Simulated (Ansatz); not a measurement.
## Structure relaxation of ZrC

Computed with DFT r2SCAN, scalar-relativistic, plane waves, PAW in Ansatz.

The start is a database structure of ZrC, space group P6_3/mmc (No. 194).

Input of the last, converged step (default PAW datasets):

```yaml
crystal:
  lattice:
    - [3.3914762718, 0.0, 0.0]
    - [-1.6957381359, 2.9371046077, 0.0]
    - [0.0, 0.0, 5.290053]
  atoms:
    - { symbol: Zr, position: [0.33333333, 0.66666667, 0.25] }
    - { symbol: Zr, position: [0.66666667, 0.33333333, 0.75] }
    - { symbol: C, position: [0.0, 0.0, 0.0] }
    - { symbol: C, position: [0.0, 0.0, 0.5] }
basis:
  ecutwfc: 500
kpoints:
  mp_grid: { grid: [18, 18, 10] }
hamiltonian:
  xc: r2scan
scf:
  occupations: { method: gaussian, width: 0.1 }
output:
  forces: true
  stress: true
  eigenvalues: true
relax:
  adjacent_minimum: "off"
  f_tol: 0.01
  max_steps: 80
  cell: { stress_tol: 0.05 }
```

Launched as:

```bash
ansatz run input.yaml --threads 1 --pin off --max-ram 2560MiB --backend cpu --events-out ev --progress --plain --runs-dir out
```

It took 70 s on 1 thread of Intel(R) Xeon(R) 6975P-C (Granite Rapids), with other jobs on the host, peak memory 0.69 GiB.

End of the output:

```
SCF converged after 5 iterations
Free energy (F): -8896.617555 eV
Harris-Foulkes:  -8896.617555 eV  (|F-HF|=2.18e-11)
Internal energy: -8896.614649 eV  (E = F + TS)
E sigma→0 (E₀):  -8896.616102 eV
Entropy (-TS):   -0.002906 eV (-0.726 meV/atom)
Fermi energy:    15.316601 eV
--- Per-component energies (eV) ---
  E_band       = -120.671272
  E_kinetic    = 843.153397
  E_local      = -1196.755942  (includes V_loc(G=0)·N_el)
  E_nonlocal   = 207.753566
  E_hartree    = 360.766062
  E_xc         = -408.976014
  E_vxc        = -556.110538  (∫ρ·V_xc dr)
  E_paw        = -6141.085474  (= ΣΔE_a)
  E_vpaw       = -171.675211  (= ΣTr[D̂ρ^β])
  E_aug_tail   = 0.000027  (compensation charges beyond the density's cutoff)
  E_vtau       = 31.431265  (kinetic-family band-sum trace: ∫τ·v_τ [+ j·A + Jᵃ·Aᵃ] dr)
  E_ewald      = -2561.091240
  E_core_change = -0.379031  (= ΣΔE_core)
  E_smearing   = -0.002906  (= −TS)
  E_closure    = 0.000000  (closes the sum)
  Σ components = -8896.617555   (vs F -8896.617555, Δ=0.00e0)
--- Forces (eV/Å), atoms counted from 1 ---
  atom   1  Zr     0.00000000     0.00000000     0.00000000
  atom   2  Zr     0.00000000     0.00000000     0.00000000
  atom   3  C      0.00000000     0.00000000     0.00000000
  atom   4  C      0.00000000     0.00000000     0.00000000
  max |Σ_I F_I| component: 1.85e-17 eV/Å
--- Stress (GPa, compression-positive) ---
        0.002415       0.000000       0.000000
        0.000000       0.002415       0.000000
        0.000000       0.000000      -0.030111
  P = ⅓ Tr σ = -0.0084 GPa (-0.084 kbar)
--- Relaxed structure (4 steps of the walk, 3 accepted, 1 SCFs on fresh bases) ---
  F+E_penalty+E_count = -8896.61755509 eV   max|allowed force component| = 3.701e-17 eV/Å   (the final SCF, on the basis selected at the relaxed cell)
  cell:  # Å, volume = 52.1657 Å³
    - [3.364718, 0.0, 0.000000]
    - [-1.682359, 2.913932, 0.000000]
    - [0.000000, 0.000000, 5.320558]
  atoms:
    - { symbol: Zr, position: [0.333333, 0.666667, 0.25] }
    - { symbol: Zr, position: [0.666667, 0.333333, 0.75] }
    - { symbol: C, position: [0.000000, 0.000000, 0.000000] }
    - { symbol: C, position: [0.000000, 0.0, 0.5] }
```

Absolute energies hang on the potentials; compare differences alone.

The result has space group P6_3/mmc (No. 194). Zr has 6 C at 2.35 Å; C is coordinated by 6 Zr at 2.35 Å and 2 C at 2.66 Å.

Against the elements it lies at -0.81 eV/atom. The zero of energy is the elements' standard structures at the same level; no fitted shifts are applied.

For metals, differences of a few meV/atom aren't resolved.

Symmetry constrained the relaxation, so the result can be a saddle point.